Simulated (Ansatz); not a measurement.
Reaction (SMILES): FCF → F[CH]F + H atom
B3LYP-D3(BJ)/def2-TZVP geometries, fixed; electronic energies without zero-point terms.

Basis-set convergence of the bond dissociation energy at CCSD(T) with Ansatz (a program for electronic structure). Cartesian d functions, on some or all atoms, in 6-31G*, 6-31G**; all else is spherical. Cores are frozen. Open shells are unrestricted. No added dispersion term, no relativity. Functions are those of the species that has most. Reference: Hartree-Fock in cc-pVQZ plus the correlation part extrapolated as X^-3 from cc-pVTZ and cc-pVQZ, 109.34 kcal/mol, itself unsure by roughly 0.32 kcal/mol (a third of the extrapolation step and of the last Hartree-Fock step). Deviations are taken from unrounded values.

| basis | functions | bond dissociation energy (kcal/mol) | minus reference (kcal/mol) |
|---|---|---|---|
| 6-31G | 31 | 98.82 | -10.52 |
| pcseg-0 | 31 | 96.07 | -13.26 |
| 6-31G* | 49 | 99.72 | -9.62 |
| 6-31G** | 55 | 105.13 | -4.20 |
| 6-311G** | 66 | 105.00 | -4.33 |
| def2-SVPD | 82 | 106.42 | -2.92 |
| aug-cc-pVDZ | 87 | 106.03 | -3.31 |
| 6-311++G(2d,2p) | 101 | 106.68 | -2.65 |
| cc-pVTZ | 118 | 107.46 | -1.87 |
| pcseg-2 | 118 | 108.02 | -1.31 |
| def2-TZVPP | 121 | 107.71 | -1.63 |
| def2-TZVPD | 135 | 106.17 | -3.16 |
| jun-cc-pV(T+d)Z | 145 | 107.75 | -1.59 |
| def2-TZVPPD | 151 | 107.92 | -1.42 |
| aug-cc-pVTZ | 184 | 108.20 | -1.13 |
| aug-pcseg-2 | 184 | 108.16 | -1.18 |
| def2-QZVPP | 231 | 108.52 | -0.82 |
| def2-QZVPPD | 261 | 108.49 | -0.84 |
